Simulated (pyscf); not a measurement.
One addition across a multiple bond or ene-type step on the singlet surface with elements of a group swapped. ωB97M-D3(BJ)/def2-TZVP, kcal/mol, from the separated reactants. PySCF, gas phase, ωB97X-D3(BJ)/def2-SVP geometries.

```tsv
step	barrier	reaction energy	imaginary mode (i cm⁻¹)
`[CH3][AlH][CH3]` + `[CH2]=[CH2]` -> `[CH3][CH2][Al]([CH3])[CH3]`	…	…	696
`[CH3][GaH][CH3]` + `[CH2]=[CH2]` -> `[CH3][CH2][Ga]([CH3])[CH3]`	8.8	-29.7	776
```

### Question
What belongs in the gaps?

### Answer

- `[CH3][AlH][CH3]` + `[CH2]=[CH2]` -> `[CH3][CH2][Al]([CH3])[CH3]`, barrier: 1.9
- `[CH3][AlH][CH3]` + `[CH2]=[CH2]` -> `[CH3][CH2][Al]([CH3])[CH3]`, reaction energy: -32.2

Row 1: On the reactant side the descent ends in a bound adduct, 12.2 kcal/mol under the separated species and 11.7 kcal/mol under the saddle at ωB97X-D3(BJ)/def2-TZVP. On the product side the descent ends in a point that may be a rotor saddle (no frequency run), 3.2 kcal/mol over the lowest minimum found and 31.5 kcal/mol under the saddle at ωB97X-D3(BJ)/def2-TZVP. Row 2: On the reactant side the descent ends in a bound adduct, 10.1 kcal/mol under the separated species and 16.1 kcal/mol under the saddle at ωB97X-D3(BJ)/def2-TZVP. Each row is the saddle that its search found. Elements up to Kr have no core potential and no relativistic terms here.
